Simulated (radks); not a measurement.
# Ionisation of F²⁺: one atom, several choices of relativity

How much does the choice of relativity matter for taking an electron from F²⁺? Both F²⁺ ([He] 2s2 2p3) and F³⁺ ([He] 2s2 2p2) are run for each choice.

Program: radks (a radial shooting solver on a logarithmic mesh, Libxc functionals) version 1. Level of theory: Kohn-Sham, PBEsol, spin-unpolarised, spherical densities. These are calculated values, not measurements, unless marked.

## Step 1: The system

| Quantity | Value |
| --- | --- |
| element | fluorine (Z = 9) |
| charge | +2 |
| electrons | 7 |
| configuration | [He] 2s2 2p3 |
| ion | F³⁺, [He] 2s2 2p2 |
| choices | non-relativistic; scalar-relativistic; Dirac, 2j+1 shares; Dirac, low j first; scalar-relativistic, finite nucleus; Dirac, 2j+1 shares, finite nucleus; Dirac, c × 2; Dirac, c × 0.85; Dirac, c × 1.5 |

## Step 2: non-relativistic: F²⁺

Settings of this run:

```text
Z 9
configuration [He] 2s2 2p3
relativity non-relativistic
functional pbe_sol,pbe_sol
spin unpolarised
nucleus point
```

## Step 3: non-relativistic: F³⁺

Settings of this run:

```text
Z 9
configuration [He] 2s2 2p2
relativity non-relativistic
functional pbe_sol,pbe_sol
spin unpolarised
nucleus point
```

## Step 4: scalar-relativistic: F²⁺

Settings of this run:

```text
Z 9
configuration [He] 2s2 2p3
relativity scalar-relativistic
functional pbe_sol,pbe_sol
spin unpolarised
nucleus point
c 137.035999084
```

## Step 5: scalar-relativistic: F³⁺

Settings of this run:

```text
Z 9
configuration [He] 2s2 2p2
relativity scalar-relativistic
functional pbe_sol,pbe_sol
spin unpolarised
nucleus point
c 137.035999084
```

## Step 6: Dirac, 2j+1 shares: F²⁺

Settings of this run:

```text
Z 9
configuration [He] 2s2 2p3
relativity Dirac
functional pbe_sol,pbe_sol
spin unpolarised
j_filling average
nucleus point
c 137.035999084
```

## Step 7: Dirac, 2j+1 shares: F³⁺

Settings, as their differences from step 6:

```diff
@@ -1,3 +1,3 @@
 Z 9
-configuration [He] 2s2 2p3
+configuration [He] 2s2 2p2
 relativity Dirac
```

## Step 8: Dirac, low j first: F²⁺

Settings of this run:

```text
Z 9
configuration [He] 2s2 2p3
relativity Dirac
functional pbe_sol,pbe_sol
spin unpolarised
j_filling energy
nucleus point
c 137.035999084
```

## Step 9: Dirac, low j first: F³⁺

Settings, as their differences from step 8:

```diff
@@ -1,3 +1,3 @@
 Z 9
-configuration [He] 2s2 2p3
+configuration [He] 2s2 2p2
 relativity Dirac
```

## Step 10: scalar-relativistic, finite nucleus: F²⁺

Settings of this run:

```text
Z 9
configuration [He] 2s2 2p3
relativity scalar-relativistic
functional pbe_sol,pbe_sol
spin unpolarised
nucleus finite rms 2.8976 fm
c 137.035999084
```

## Step 11: scalar-relativistic, finite nucleus: F³⁺

Settings, as their differences from step 10:

```diff
@@ -1,3 +1,3 @@
 Z 9
-configuration [He] 2s2 2p3
+configuration [He] 2s2 2p2
 relativity scalar-relativistic
```

## Step 12: Dirac, 2j+1 shares, finite nucleus: F²⁺

Settings of this run:

```text
Z 9
configuration [He] 2s2 2p3
relativity Dirac
functional pbe_sol,pbe_sol
spin unpolarised
j_filling average
nucleus finite rms 2.8976 fm
c 137.035999084
```

## Step 13: Dirac, 2j+1 shares, finite nucleus: F³⁺

Settings, as their differences from step 12:

```diff
@@ -1,3 +1,3 @@
 Z 9
-configuration [He] 2s2 2p3
+configuration [He] 2s2 2p2
 relativity Dirac
```

## Step 14: Dirac, c × 2: F²⁺

Settings of this run:

```text
Z 9
configuration [He] 2s2 2p3
relativity Dirac
functional pbe_sol,pbe_sol
spin unpolarised
j_filling average
nucleus point
c 274.072
```

## Step 15: Dirac, c × 2: F³⁺

Settings, as their differences from step 14:

```diff
@@ -1,3 +1,3 @@
 Z 9
-configuration [He] 2s2 2p3
+configuration [He] 2s2 2p2
 relativity Dirac
```

## Step 16: Dirac, c × 0.85: F²⁺

Settings of this run:

```text
Z 9
configuration [He] 2s2 2p3
relativity Dirac
functional pbe_sol,pbe_sol
spin unpolarised
j_filling average
nucleus point
c 116.4806
```

## Step 17: Dirac, c × 0.85: F³⁺

Settings, as their differences from step 16:

```diff
@@ -1,3 +1,3 @@
 Z 9
-configuration [He] 2s2 2p3
+configuration [He] 2s2 2p2
 relativity Dirac
```

## Step 18: Dirac, c × 1.5: F²⁺

Settings of this run:

```text
Z 9
configuration [He] 2s2 2p3
relativity Dirac
functional pbe_sol,pbe_sol
spin unpolarised
j_filling average
nucleus point
c 205.554
```

## Step 19: Dirac, c × 1.5: F³⁺

Settings, as their differences from step 18:

```diff
@@ -1,3 +1,3 @@
 Z 9
-configuration [He] 2s2 2p3
+configuration [He] 2s2 2p2
 relativity Dirac
```

Before running it: what results should come out? Wanted: for each run, relativity; E(F²⁺); Δ-SCF; −ε(HOMO); <r> HOMO; error.

As calculated:

| relativity | E(F²⁺) (hartree) | Δ-SCF (eV) | −ε(HOMO) (eV) | <r> HOMO (bohr) | error (eV) |
| --- | --- | --- | --- | --- | --- |
| non-relativistic | -97.23759 | 60.494 | 48.883 | 0.8967 | -2.21 |
| scalar-relativistic | -97.33139 | 60.489 | 48.877 | 0.8965 | -2.22 |
| Dirac, 2j+1 shares | -97.33140 | 60.489 | 48.847 | 0.8969 | -2.22 |
| Dirac, low j first | -97.33458 | 60.441 | 48.833 | 0.8971 | -2.27 |
| scalar-relativistic, finite nucleus | -97.33136 | 60.489 | 48.877 | 0.8965 | -2.22 |
| Dirac, 2j+1 shares, finite nucleus | -97.33137 | 60.489 | 48.847 | 0.8969 | -2.22 |
| Dirac, c × 2 | -97.26101 | 60.493 | 48.874 | 0.8968 | -2.22 |
| Dirac, c × 0.85 | -97.36753 | 60.487 | 48.832 | 0.8970 | -2.22 |
| Dirac, c × 1.5 | -97.27923 | 60.492 | 48.867 | 0.8968 | -2.22 |

The NIST Atomic Spectra Database lists 62.708 eV (semi-empirical). Nearest is non-relativistic (-2.21 eV off), farthest Dirac, low j first (-2.27 eV). A non-relativistic run comes nearest only by cancelling errors. Runs with a scaled speed of light are not ranked. The ionisation energies span 0.05 eV, the total energies of F²⁺ 3.54 eV (scaled speeds of light included): most of the change in the total cancels in the difference. From the non-relativistic level to Dirac, 2j+1 shares, finite nucleus the 1s level goes from -707.25 to -707.96 eV and the ionisation energy moves by -0.00 eV. Levels marked c × scale the speed of light and are no model of nature. Spin polarisation and multiplet splitting of open shells are left out at every level.
